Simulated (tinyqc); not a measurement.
Extended Hueckel theory, for PH2+, step by step. The parameters take no account of the charge, which enters only through the electron count. Computed by tinyqc, a small Python program that keeps every step (integrals from PySCF). Settings: charge = 1, K = 1.5, multiplicity = 1. Command: `OMP_NUM_THREADS=1 python tinyqc.py 21575 21576 out.jsonl` (the two numbers bound the seeds that draw the settings). One thread of a shared host (Intel(R) Xeon(R) Processor @ 2.60GHz), about 0.01 s of CPU time with the checks.

## Overlaps

Geometry (angstrom):
```
atom         x          y         z
P     0.000000   0.000000  0.000000
H     0.000000   1.227000  0.791000
H     0.000000  -1.227000  0.791000
```

Parameters chosen for this run:
```
element  shell  Slater exponent   H_ii (eV)
P           3s         1.750000  -18.600000
P           3p         1.300000  -14.000000
H           1s         1.300000  -13.600000
```

Slater orbitals, each expanded in six Gaussians scaled to its exponent.

overlap S:
```
           1P 3s    1P 3px     1P 3py    1P 3pz     2H 1s      3H 1s
1P 3s   1.000000  0.000000   0.000000  0.000000  0.376225   0.376225
1P 3px  0.000000  1.000000   0.000000  0.000000  0.000000   0.000000
1P 3py  0.000000  0.000000   1.000000  0.000000  0.450389  -0.450389
1P 3pz  0.000000  0.000000   0.000000  1.000000  0.290349   0.290349
2H 1s   0.376225  0.000000   0.450389  0.290349  1.000000   0.046118
3H 1s   0.376225  0.000000  -0.450389  0.290349  0.046118   1.000000
```

## Wolfsberg-Helmholz matrix

diagonal H_ii (eV): 1P 3s -18.600000, 1P 3px -14.000000, 1P 3py -14.000000, 1P 3pz -14.000000, 2H 1s -13.600000, 3H 1s -13.600000

K = 1.500000

H_ij = K' S_ij (H_ii + H_jj)/2 for i != j (the diagonal keeps H_ii), with K' = 1.5.

H (eV):
```
             1P 3s      1P 3px      1P 3py      1P 3pz       2H 1s       3H 1s
1P 3s   -18.600000    0.000000    0.000000    0.000000   -9.085843   -9.085843
1P 3px    0.000000  -14.000000    0.000000    0.000000    0.000000    0.000000
1P 3py    0.000000    0.000000  -14.000000    0.000000   -9.323057    9.323057
1P 3pz    0.000000    0.000000    0.000000  -14.000000   -6.010219   -6.010219
2H 1s    -9.085843    0.000000   -9.323057   -6.010219  -13.600000   -0.940812
3H 1s    -9.085843    0.000000    9.323057   -6.010219   -0.940812  -13.600000
```

## Orbitals

valence electrons = 6

Solve H C = S C e through S^(-1/2); fill by pairs from the bottom, a degenerate level sharing its electrons equally; each orbital has its largest coefficient positive (the first on a tie).

orbital energies (eV): -19.593138  -16.438556  -14.791024  -14.000000  -0.761563  -0.376176

occupations: 2.000000  2.000000  2.000000  0.000000  0.000000  0.000000

coefficients:
```
             MO1        MO2        MO3       MO4        MO5        MO6
1P 3s   0.784774   0.000000  -0.358590  0.000000  -0.855446   0.000000
1P 3px  0.000000   0.000000   0.000000  1.000000   0.000000   0.000000
1P 3py  0.000000   0.585769   0.000000  0.000000   0.000000   1.181931
1P 3pz  0.026122   0.000000   0.841341  0.000000  -0.758359   0.000000
2H 1s   0.227306   0.372121   0.193954  0.000000   0.867102  -0.879564
3H 1s   0.227306  -0.372121   0.193954  0.000000   0.867102   0.879564
```

sum of one-electron energies = -101.645438 eV

## Mulliken analysis

P = C n C^T; charge = valence electrons (P 5, H 1) minus the sum of (P S)_ii on the atom; overlap population = 2 sum P_ij S_ij between two atoms.

charges: 1P 0.654865, 2H 0.172568, 3H 0.172568

Overlap populations:
```
pair      value
2-1    0.752897
3-1    0.752897
3-2   -0.009074
```
